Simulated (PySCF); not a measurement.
Bond curve of SiH⁺

Set-up: Si def2-TZVP, H def2-TZVP; no relativity (PySCF 2.14). Energies in eV from Si⁺ + H in their ground configurations at the same level. State: ¹Σ⁺ (singlet), closed shell.

| R (Å) | PBE0 |
| --- | --- |
| 1.306 | -2.739 |
| 1.367 | -3.008 |
| 1.428 | -3.165 |
| 1.473 | -3.223 |
| 1.519 | -3.240 |
| 1.565 | -3.224 |
| 1.625 | -3.161 |
| 1.701 | -3.029 |
| 1.792 | -2.817 |
| 1.914 | -2.478 |

Task: Put a parabola through the three lowest points of the PBE0 curve and estimate Re, k and ωe (reduced mass 0.9728 u; 1 eV/Å² = 0.16022 mdyn/Å; ωe = 1302.8·√(k/μ) cm⁻¹).

Result: Through R = 1.473, 1.519, 1.565 Å the second-order coefficient is 7.80 eV/Å², so Re ≈ 1.520 Å, k ≈ 2.50 mdyn/Å and ωe ≈ 2088 cm⁻¹. A polynomial fit of higher order to the unrounded PBE0 energies gives Re = 1.518 Å, k = 2.59 mdyn/Å, ωe = 2128 cm⁻¹; anharmonicity and rounding make the difference.

The higher-order fit for each curve: PBE0: Re = 1.518 Å, ωe = 2128 cm⁻¹, De = 3.24 eV.

For an ion De counts to the pair picked by the measured ionisation energies or electron affinities, which need not be the lowest pair at this level.
